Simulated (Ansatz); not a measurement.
The input, for Ansatz 0.2.0:

```yaml
crystal:
  periodic: [false, false, false]
  atoms:
    - {symbol: P, position_ang: [0.000000, 0.013505, 0.449926]}
    - {symbol: Li, position_ang: [0.000000, -0.014924, -2.616478]}
    - {symbol: H, position_ang: [0.000000, 1.037634, 3.344068]}
    - {symbol: H, position_ang: [0.000000, -1.349861, 0.847721]}
basis:
  gaussian: {orbitals: 6-31G}
magnetization: {spin_polarized: false, initial_magnetization: 2}
correlation: {method: sc_nevpt2, electrons: outside_noble_gas, active_space: {window: {electrons: 4, orbitals: 4}}}
```

```sh
$ ansatz run in.yaml --threads 1 --pin off --events-out ev --progress --plain --max-ram 2393MiB
```

Output:

```
330 factors; integrals over basis functions are off by at most 2.5e-4 eV
mean field evaluation 1: about -9499.8424 eV, gradient 7.7e0 eV
mean field evaluation 2: about -9499.8762 eV, gradient 7.8e0 eV
mean field evaluation 4: about -9500.7928 eV, gradient 3.8e0 eV
mean field evaluation 8: about -9501.4942 eV, gradient 1.8e0 eV
mean field evaluation 16: about -9501.5500 eV, gradient 1.7e-3 eV
mean field evaluation 32: about -9500.8026 eV, gradient 5.3e-1 eV
mean field evaluation 64: about -9497.2756 eV, gradient 6.6e0 eV
mean field -9501.54995832 eV, -349.1755205863 hartree, gradient 1.6e-6 eV, S^2 2.000000; 7 other end points of the search recorded, 0 dependent functions left out
reference -9501.54995832 eV, -349.1755205863 hartree; 11, 9 occupied and 15, 17 virtual orbitals, 330 factors
state -9502.02875603 eV, -349.1931160776 hartree
state -9502.02875603 eV, -349.1931160776 hartree; corrected -9503.00599158 eV, -349.2290288217 hartree
state -9501.98736114 eV, -349.1915948435 hartree
state -9501.98736114 eV, -349.1915948435 hartree; corrected -9503.07948145 eV, -349.2317295247 hartree
state -9501.98736114 eV, -349.1915948435 hartree; corrected -9503.07948145 eV, -349.2317295247 hartree
the orbitals are reached from a further start. From the first start the search ends at -9502.02874526 eV, -349.1931156820 hartree
WARN: the results are in doubt because another end's mean lies 0.041 eV lower, and its corrected mean 0.073 eV higher
Total energy: -9503.07948145 eV, -349.2317295247 hartree
In doubt: another end's mean lies 0.041 eV lower, and its corrected mean 0.073 eV higher
```

For the same geometry and basis full CI lies 366.4 meV lower.

Ran on 1 thread of Arm Neoverse V1, shared host: 0.63 s wall, 0.15 GiB peak host memory.
